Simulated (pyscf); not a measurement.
This saddle point was located with ωB97X-D3(BJ)/def2-SVP in PySCF.

```xyz
8

Br     1.0293    -1.2485     0.7223
Si    -0.9695    -0.3555     0.0626
Br    -1.8039    -2.1200    -0.9946
H     -2.1363     0.6275    -0.7312
H     -1.5144     0.0024     1.3853
O     -0.1075     0.9299    -0.9064
H     -1.2026     1.0585    -1.1989
H      0.6846     0.7542    -1.4418
```

Surface: singlet, charge 0. Lowest wavenumbers (cm⁻¹): 1434i, 96, 139, 250, 348.

Problem. Which two sides does it connect, and which bonds change?

Solution. Br–SiH₂–Br + water (H₂O) <-> HO–SiH(Br)–Br + hydrogen (H₂), a four-centre exchange read from left to right: H–Si, H–O broken and O–Si, H–H formed. At ωB97M-D3(BJ)/def2-TZVP it lies +1.39 eV from the left side and +2.33 eV from the right (each side as separated species at their lowest minima found). On the reactant side the descent ends in a complex, 0.21 eV under the separated species and 1.62 eV under the saddle at ωB97X-D3(BJ)/def2-TZVP. One saddle was located; it need not be the lowest between these sides. Elements up to Kr have no core potential and no relativistic terms here.
